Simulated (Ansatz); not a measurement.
A made-up structure of CH4NaSi (charge -1), singlet:

| atom | x (Å) | y (Å) | z (Å) |
| --- | --- | --- | --- |
| C1 | -0.6989 | 0.4344 | -0.4112 |
| Si2 | 0.8449 | -0.7642 | -0.4431 |
| Na3 | 0.9997 | -2.0135 | 2.2094 |
| H4 | 1.9645 | -3.4933 | 3.0813 |
| H5 | -1.6310 | -0.1306 | -0.5122 |
| H6 | -0.6305 | 1.1116 | -1.2736 |
| H7 | 1.8886 | 0.3084 | -0.0560 |

It is relaxed with PBE-D4/def2-SVPD and then PBE0-D4/def2-TZVPD (Ansatz 0.2.0). Atoms count as bonded within 1.22 times the sum of their covalent radii (H–H: 0.88 Å). The end point is not checked to be a true minimum.

Q: Does its bonding change? (Judge from chemistry; the calculation decides.)

A: By the calculation: No: no bond forms or breaks.

Where it ends: The first stage lowers the energy by 1.27 eV in 9 steps. It ends as CH₄NaSi ([CH2][SiH][NaH]), total charge -1:
```
7
angstrom
C -0.6496 0.2894 -0.6349
Si 0.8513 -0.2625 0.0680
Na 1.3123 -2.3517 2.0691
H 1.6792 -3.7790 3.4449
H -1.6046 -0.1511 -0.3483
H -0.7432 1.0795 -1.3792
H 1.8917 0.6280 -0.6249
```

Labels in which every atom is bracketed show which atoms are joined, not bond orders.

For scale, one of the runs: PBE0-D4/def2-TZVPD relaxation, 151 basis functions, launched by `ansatz run in.yaml --threads 2 --pin off --events-out ev --progress --plain --max-ram 4352MiB`. The run took about 22 s on 2 CPU threads of an Intel Xeon Platinum 8488C (shared host).
